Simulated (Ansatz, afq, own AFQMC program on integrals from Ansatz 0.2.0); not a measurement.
Integrals from Ansatz 0.2.0, then the random walk in our own AFQMC program (afq).

```yaml
crystal:
  periodic: [false, false, false]
  atoms:
    - {symbol: Si, position_ang: [0.000000, 0.000000, 0.000000]}
    - {symbol: C, position_ang: [0.000000, 0.000000, 1.502000]}
basis:
  gaussian: {orbitals: 6-31G}
magnetization: {spin_polarized: false, initial_magnetization: 2}
correlation: {method: ccsd_t, electrons: outside_noble_gas, hamiltonian_folder: ham}
```

```sh
$ ansatz run in.yaml --threads 1 --pin off --events-out ev --progress --plain --max-ram 16896MiB --backend cuda --devices 0, --max-vram 18GiB
```

Options of the walk:

```
--method phaseless --trial cisd --walkers 4000 --populations 20 --least-time 60 --time-step 0.005 --steps-per-block 50 --equilibration-blocks 28 --max-blocks 4000 --target-error 0.00017 --factor-cut 1e-05 --start spin_pure --seed 2426 --release-times 0.24,0.51,0.99,1.62,2.4 --release-step 0.03 --release-every 3 --taylor-order 6
```

Times are imaginary, in 1/Eh. The walk had a cap of 122 s. With eight or more populations the least sampling time is a fifth of least-time, and the error comes from their spread.

```
orbitals 16  electrons 5 3  factors 94 of 267
reference energy -326.50277302 Eh
CCSD correlation -0.12034429 Eh in 15 cycles, weight of the determinant in the CISD state 0.8601
energy of the start -326.623116 Eh
 block  time / (1/Eh)  mean weight  energy / Eh
     1     0.250  0.9999  -326.622272
     2     0.500  1.0000  -326.622667
     3     0.750  1.0001  -326.623509
     4     1.000  1.0000  -326.624249
     5     1.250  0.9999  -326.624837
     8     2.000  0.9998  -326.626530
    11     2.750  0.9998  -326.626619
    14     3.500  0.9999  -326.627208
    17     4.250  0.9999  -326.627979
    20     5.000  1.0001  -326.628252
    23     5.750  1.0001  -326.627605
    26     6.500  1.0002  -326.627796
    29     7.250  1.0000  -326.628336
    32     8.000  1.0001  -326.628346
    35     8.750  1.0001  -326.628271
    38     9.500  1.0001  -326.628644
    41    10.250  1.0000  -326.628228
    44    11.000  1.0000  -326.627841
    45    11.250  1.0001  -326.628979
    47    11.750  1.0000  -326.627806
    50    12.500  0.9998  -326.627480
    53    13.250  1.0001  -326.626656
    56    14.000  0.9999  -326.626318
    59    14.750  0.9999  -326.627120
    62    15.500  0.9999  -326.627495
    65    16.250  1.0000  -326.627597
    68    17.000  0.9996  -326.627614
    71    17.750  1.0002  -326.627128
    74    18.500  1.0001  -326.627946
    77    19.250  0.9999  -326.627997
    78    19.500  1.0002  -326.628040
error from the spread of 20 populations
released: time / (1/Eh)  energy / Eh  error  mean overlap
  0.24  -326.627984  0.000141  0.9996
  0.51  -326.628066  0.000094  0.9996
  0.99  -326.628325  0.000084  0.9972
  1.62  -326.628545  0.000116  0.9947
  2.40  -326.628704  0.000155  0.9945
energy -326.627715 +/- 0.000125 Eh
(rows thinned)
```

(1) Estimate how long the walk took on 1 × NVIDIA H100 80GB HBM3 with 2 threads of AMD EPYC 7R13 Processor (Zen 3), with other jobs on the host (the card was shared).

The run passed its tests (sampling time, drift between the halves within three errors, error under three times the target), which doesn't prove that it has relaxed. The second half of the sampling lies above the first by 2.3 errors of their difference, so the energy may still be moving and its error bar be too small.

Against this walk (error 3.4 meV) on the same determinant: CCSD(T) 16.6 meV higher, CCSDT(Q) 23.6 meV lower, CCSDTQ 25.2 meV lower, full CI 26.9 meV lower. The error is statistical and leaves out the bias of the constraint. The released energies are still falling (meV from the phaseless value at times in 1/Eh: -7 ± 4 at 0.24, -10 ± 3 at 0.51, -16.6 ± 2.3 at 0.99, -23 ± 3 at 1.62, -27 ± 4 at 2.40), so they give no level; they do show a bias of the constraint, and the last of them that isn't too noisy lies 0 meV above full CI. Full CI is exact here, so the walk's 27 meV above it is the walk's own error: the bias of the constraint with this trial, or a walk that hasn't relaxed.

Cautions: constraint bias not in the error; lower spins were not checked; a spin-contaminated unrestricted determinant lies lower (UHF 311 meV lower, ⟨S²⟩ 2.27); strong correlation (T1 0.053, weight of the determinant 0.86, largest double 0.12).

Answers

(1) 22 s of wall time.

CCSDT and higher add their correlation energy to the determinant of the CCSD(T) run, since their own runs factorise the integrals more tightly (a shift of under 2 meV). A walk keeps the symmetry of its determinant, which the program's search chose and which needn't be the lowest solution, so a lower state of the same spin and another symmetry isn't excluded.
